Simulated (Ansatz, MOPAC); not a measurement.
Gas-phase reaction in SMILES: FC(F)(F)F [tetrafluoromethane] → F[C](F)F + F atom (the C-F bond breaks)

Wanted: bond dissociation energy (enthalpy at 298 K), in kcal/mol. Set-up: no dispersion term unless named; non-relativistic; six Cartesian d functions in 6-31G* and its kin unless marked 5d; UHF or UKS for open shells; spin-orbit terms left out. Ab initio and DFT rows: single points at B3LYP-D3(BJ) geometries (Ansatz, a first-principles code), with unscaled harmonic terms from B3LYP/6-31G* at its own minima. Semi-empirical rows: MOPAC heats of formation at their own minima for 298 K.

```json
[
 {"species": "FC(F)(F)F", "coefficient": "-1", "E at B3LYP/6-31G* (Ansatz), Eh": "-437.47621", "E at B3LYP/def2-TZVPD (Ansatz), Eh": "-437.68900", "H(298 K) - E, kcal/mol": "13.82", "heat of formation at AM1 (MOPAC), kcal/mol": "-225.76"},
 {"species": "F[C](F)F", "coefficient": "+1", "E at B3LYP/6-31G* (Ansatz), Eh": "-337.55093", "E at B3LYP/def2-TZVPD (Ansatz), Eh": "-337.71873", "H(298 K) - E, kcal/mol": "10.39", "heat of formation at AM1 (MOPAC), kcal/mol": "-144.44"},
 {"species": "F atom", "coefficient": "+1", "E at B3LYP/6-31G* (Ansatz), Eh": "-99.71553", "E at B3LYP/def2-TZVPD (Ansatz), Eh": "-99.77110", "H(298 K) - E, kcal/mol": "1.48", "heat of formation at AM1 (MOPAC), kcal/mol": "18.89"}
]
```

Measured values: Active Thermochemical Tables 1.112 (ions: stationary electron), as tabulated in the package chemicals; they hold spin-orbit and core effects, anharmonicity.  Value to compare with, the measured value: 130.2 kcal/mol. 1 Eh = 627.5095 kcal/mol.

### Question
Compute it at each level from the table, and compare with the measured value.

### Answer

- B3LYP/6-31G*: the sum of coefficient times E is 0.20975 Eh, or 131.62 kcal/mol; the thermal terms add -1.95. Result: 129.7 kcal/mol. Its error against the measured value is -0.5 kcal/mol.
- B3LYP/def2-TZVPD: the sum of coefficient times E is 0.19917 Eh, or 124.98 kcal/mol; the thermal terms add -1.95. Result: 123.0 kcal/mol. Its error against the measured value is -7.2 kcal/mol.
- AM1: the sum of coefficient times heat of formation is 100.21 kcal/mol; it needs no thermal term. Its error against the measured value is -30.0 kcal/mol.
